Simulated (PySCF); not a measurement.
# AlHSCl (SMILES [SH][Al][Cl]): U-wB97X-V/STO-3G

What is the vertical doublet–quartet gap of AlHSCl at U-wB97X-V/STO-3G? The job is set up through a Python script.

The results are computed with PySCF 2.14.0.

8 further runs of the same task are left out: 8 set aside as unsound or not needed.

## 1. Starting point

AlHSCl: 4 atoms, total charge 0, spin state doublet. As SMILES, `[SH][Al][Cl]`. The coordinates come from a PBE0-D4/def2-TZVP relaxation.

Bond lengths: S1–Al2 2.193 Å, Al2–Cl3 2.107 Å, S1–H4 1.345 Å. Angles: S1–Al2–Cl3 115.5°, Al2–S1–H4 92.8°.

## 2. A single-point energy at U-wB97X-V/STO-3G

Contents of calc.py:

```python
from pyscf import gto, dft

mol = gto.Mole()
mol.atom = [
    ('S', (0.439800, 0.984900, -0.744700)),
    ('Al', (-0.394100, -0.525900, 0.609100)),
    ('Cl', (0.226200, -2.507400, 0.251000)),
    ('H', (-0.216400, 1.988100, -0.135600)),
]
mol.basis = 'sto-3g'
mol.verbose = 3
mol.max_memory = 1860
mol.spin = 1
mol.build()

ks = dft.UKS(mol, xc='wb97x-v')
ks.conv_tol = 1e-10
ks.grids.level = 5
ks.nlcgrids.level = 1
ks.kernel()
if not ks.converged:
    ks = ks.newton().run(ks.mo_coeff, ks.mo_occ)

energy = ks.e_tot
print('E(%s) = %.9f' % ('WB97X-V', energy))
```

On the command line:

```sh
OMP_NUM_THREADS=1 python calc.py
```

Log:

```text
WARN: HOMO -0.139278267148639 >= LUMO -0.139278267148638

converged SCF energy = -1088.99044108464  <S^2> = 0.75348474  2S+1 = 2.0034817
E(WB97X-V) = -1088.990441085
```

Run time: 24 s. Hardware: 1 thread of Arm Neoverse V2, shared host; peak memory 0.24 GiB.

## 3. The quartet, same level

Contents of geometry.xyz:

```xyz
4

S      0.439800     0.984900    -0.744700
Al    -0.394100    -0.525900     0.609100
Cl     0.226200    -2.507400     0.251000
H     -0.216400     1.988100    -0.135600
```

Contents of run.py:

```python
from pyscf import gto, dft

molecule = gto.M(
    atom='geometry.xyz',
    basis='sto-3g',
    max_memory=1860,
    charge=0,
    verbose=4,
    spin=3,
)

calc0 = dft.UKS(molecule)
calc0.xc = 'wb97x-v'
calc0.conv_tol = 1e-10
calc0.grids.level = 5
calc0.nlcgrids.level = 1
calc0.kernel()
if not calc0.converged:
    calc0 = calc0.newton().run(calc0.mo_coeff, calc0.mo_occ)

etot = calc0.e_tot
print('E(%s) = %.9f' % ('WB97X-V', etot))
```

On the command line:

```sh
OMP_NUM_THREADS=1 python run.py
```

Log:

```text
PySCF version 2.14.0

[INPUT] num. atoms = 4
[INPUT] num. electrons = 47
[INPUT] charge = 0
[INPUT] spin (= nelec alpha-beta = 2S) = 3
[INPUT] symmetry False subgroup None
[INPUT] Mole.unit = angstrom
[INPUT] Symbol           X                Y                Z      unit          X                Y                Z       unit  Magmom
[INPUT]  1 S      0.439800000000   0.984900000000  -0.744700000000 AA    0.831101549584   1.861191260084  -1.407279044964 Bohr   0.0
[INPUT]  2 Al    -0.394100000000  -0.525900000000   0.609100000000 AA   -0.744741065691  -0.993806968909   1.151032182473 Bohr   0.0
[INPUT]  3 Cl     0.226200000000  -2.507400000000   0.251000000000 AA    0.427456049377  -4.738299284734   0.474321257266 Bohr   0.0
[INPUT]  4 H     -0.216400000000   1.988100000000  -0.135600000000 AA   -0.408936733356   3.756964508248  -0.256246862491 Bohr   0.0

nuclear repulsion = 156.154884413321
number of shells = 16
number of NR pGTOs = 84
number of NR cGTOs = 28
basis = sto-3g
ecp = {}

******** <class 'pyscf.dft.uks.UKS'> ********
method = UKS
initial guess = minao
damping factor = 0
level_shift factor = 0
DIIS = <class 'pyscf.scf.diis.CDIIS'>
diis_start_cycle = 1
diis_space = 8
diis_damp = 0
SCF conv_tol = 1e-10
SCF conv_tol_grad = None
SCF max_cycles = 50
direct_scf = True
direct_scf_tol = 1e-13
number electrons alpha = 25  beta = 22
XC library pyscf.dft.libxc version 7.0.0
    S. Lehtola, C. Steigemann, M. J.T. Oliveira, and M. A.L. Marques.,  SoftwareX 7, 1–5 (2018)
XC functionals = wb97x-v
    N. Mardirossian and M. Head-Gordon.,  Phys. Chem. Chem. Phys. 16, 9904-9924 (2014)
radial grids:
    Treutler-Ahlrichs [JCP 102, 346 (1995); DOI:10.1063/1.469408] (M4) radial grids

becke partition: Becke, JCP 88, 2547 (1988); DOI:10.1063/1.454033
pruning grids: <function nwchem_prune>
grids dens level: 5
symmetrized grids: False
atomic radii adjust function: <function treutler_atomic_radii_adjust>
** Following is NLC and NLC Grids **
NLC functional = wb97x-v
radial grids:
    Treutler-Ahlrichs [JCP 102, 346 (1995); DOI:10.1063/1.469408] (M4) radial grids

becke partition: Becke, JCP 88, 2547 (1988); DOI:10.1063/1.454033
pruning grids: <function nwchem_prune>
grids dens level: 1
symmetrized grids: False
atomic radii adjust function: <function treutler_atomic_radii_adjust>
small_rho_cutoff = 0
Set gradient conv threshold to 1e-05
tot grids = 152688
tot grids = 21456
init E= -1088.34414923472
[... the frontier-level lines of each cycle are left out ...]


cycle= 1 E= -1088.68819932159  delta_E= -0.344  |g|= 0.187  |ddm|= 2.28


cycle= 2 E= -1088.74454638761  delta_E= -0.0563  |g|= 0.0362  |ddm|= 0.621


cycle= 3 E= -1088.74724694759  delta_E= -0.0027  |g|= 0.0113  |ddm|= 0.122


cycle= 4 E= -1088.74760007827  delta_E= -0.000353  |g|= 0.00313  |ddm|= 0.054


cycle= 5 E= -1088.74764115702  delta_E= -4.11e-05  |g|= 0.00115  |ddm|= 0.0216


cycle= 6 E= -1088.74765007933  delta_E= -8.92e-06  |g|= 0.000543  |ddm|= 0.0101


cycle= 7 E= -1088.74765348954  delta_E= -3.41e-06  |g|= 0.000234  |ddm|= 0.00777


cycle= 8 E= -1088.74765417795  delta_E= -6.88e-07  |g|= 6.43e-05  |ddm|= 0.0043


cycle= 9 E= -1088.74765421655  delta_E= -3.86e-08  |g|= 1.5e-05  |ddm|= 0.00113


cycle= 10 E= -1088.7476542174  delta_E= -8.46e-10  |g|= 2.48e-06  |ddm|= 0.000131


cycle= 11 E= -1088.74765421741  delta_E= -1.59e-11  |g|= 5.38e-07  |ddm|= 1.33e-05


Extra cycle  E= -1088.74765421742  delta_E= -1.82e-12  |g|= 2.79e-07  |ddm|= 1.86e-06
converged SCF energy = -1088.74765421742  <S^2> = 3.7513315  2S+1 = 4.0006657
E(WB97X-V) = -1088.747654217
```

Run time: 21 s. Hardware: 1 thread of Arm Neoverse V2, shared host; peak memory 0.24 GiB.

## 4. What came out

Level: U-wB97X-V/STO-3G.

```
                                        quantity           value
                           doublet: total energy  -1088.99044 Eh
                          doublet: dipole moment          4.24 D
     doublet: HOMO energy (highest over α and β)        -5.05 eV
      doublet: LUMO energy (lowest over α and β)         2.80 eV
                                   doublet: ⟨S²⟩           0.753
                           quartet: total energy  -1088.74765 Eh
                          quartet: dipole moment          7.71 D
     quartet: HOMO energy (highest over α and β)         0.28 eV
                                   quartet: ⟨S²⟩           3.751
vertical energy of the quartet above the doublet        6.607 eV
```

**Reading.** At this shape the quartet lies 6.61 eV (152 kcal/mol) above the doublet. In a minimal basis such a difference can be off by several eV, whatever the method. Mulliken charges (doublet) run from -0.48 on Cl3 to +0.66 on Al2; they depend strongly on the basis.
